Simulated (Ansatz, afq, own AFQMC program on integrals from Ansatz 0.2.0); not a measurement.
# NO, quartet → NO⁺, quintet

```yaml
atoms:
  - { symbol: N, position_ang: [0.0000, 0.0000, 0.0000] }
  - { symbol: O, position_ang: [0.0000, 0.0000, 1.4028] }
```

E(quintet, charge +1) − E(quartet, charge +0) at this geometry, on UHF and UHF determinants.

Basis 6-31G. Noble-gas cores (and the filled d shells of Ga–Kr and In–Xe) are frozen. Integrals, coupled cluster, full CI and functionals: Ansatz 0.2.0; the random walks run on the same integrals in our own AFQMC program. The CISD trial takes its coefficients from CCSD amplitudes. Released means that phaseless walkers are propagated on without the constraint, phases kept. Free projection: walkers drawn from exp(T), propagated without any constraint. Its projection time is finite, and what remains of the start isn't in its error. ± is one standard error of the sampling. The errors of all members are added in quadrature.

Full CI on the same integrals is exact in this basis and with this determinant's frozen core.

Errors are counted within 6-31G, not against nature.

Cautions: NO (quartet): lower spins were not checked, the ph-AFQMC/HF walk drifts between its halves (2.1 errors); NO⁺ (quintet): another spin lies lower, its ph-AFQMC/CISD value lies 21 ± 4 meV above full CI; this isn't the first ionization.

```
level  vertical ionization energy (kcal/mol)
 CCSD                                  321.6
   HF                                  292.4
```

Question: From these cheaper values, estimate the vertical ionization energy at the reference level in 6-31G.

Answer: 322.7 kcal/mol (full CI in 6-31G).

| level | vertical ionization energy (kcal/mol) | error against FCI (kcal/mol) |
| --- | --- | --- |
| MP2 | 324.0 | 1.3 |
| CCSD(T) | 322.4 | -0.3 |
| ph-AFQMC/HF | 324.5 ± 1.1 | 1.8 ± 1.1 |
| ph-AFQMC/CISD | 322.8 ± 0.2 | 0.1 ± 0.2 |
| released AFQMC | 322.7 ± 0.2 | 0.0 ± 0.2 |
| free AFQMC | 322.5 ± 0.2 | -0.2 ± 0.2 |

Correlation beyond CCSD(T) adds 0.3 kcal/mol. The perturbative (T) step is worth +0.8 kcal/mol.

Free projections are given only where their last times agree within the noise and don't stop above the reference; a slow remainder of the start can still hide under it. A walk keeps the symmetry of its determinant, which the program's search chose and which needn't be the lowest solution, so a lower state of the same spin and another symmetry isn't excluded. Released energies are given only where the last usable release times agree within the noise; a slower fall can still hide under it.
